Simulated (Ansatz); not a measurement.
Scan of [Cl···H···N], quartet

Starting geometry:

```xyz
3

Cl    0.0000    0.0000   -1.4143
H     0.0000    0.0000   -0.1355
N     0.0000    0.0000    1.5497
```

From there H2 is moved from one fragment to the other while all else, the fragments' distance too, stays fixed; atoms are numbered as listed. Energies are in kcal/mol, counted from the starting geometry at the same level.

Basis cc-pVDZ; Ansatz 0.2.0. Correlated methods freeze the noble-gas cores. R marks a restricted (for open shells ROHF) determinant. Active spaces: valence = (13e, 9o) chosen from the atoms' valence shells.

Runs in a small pair space aren't shown, since their orbitals change along the scan.

Full CI isn't at hand for all of this; RCCSDTQ serves as the reference, and is uncertain by about the last step of the cluster series.

| distance Cl1-H2 (Å) | CASSCF (valence space) |
| --- | --- |
| 1.279 | 0.0 |
| 1.371 | 2.8 |
| 1.555 | 16.1 |
| 1.924 | 25.1 |

Task: Estimate the RCCSDTQ curve in cc-pVDZ from this one, knowing how CASSCF (valence space) errs.

Result: The computed RCCSDTQ values, in kcal/mol from the starting point, and the error of CASSCF (valence space) against them:
```json
{"distance Cl1-H2 (Å)": "1.279", "RCCSDTQ": "0.0", "CASSCF (valence space) less RCCSDTQ": "0.0"}
{"distance Cl1-H2 (Å)": "1.371", "RCCSDTQ": "2.6", "CASSCF (valence space) less RCCSDTQ": "0.2"}
{"distance Cl1-H2 (Å)": "1.555", "RCCSDTQ": "14.9", "CASSCF (valence space) less RCCSDTQ": "1.2"}
{"distance Cl1-H2 (Å)": "1.924", "RCCSDTQ": "23.6", "CASSCF (valence space) less RCCSDTQ": "1.5"}
```

The error spans 1.5 kcal/mol and is largest, 1.5 kcal/mol, at 1.924 Å.
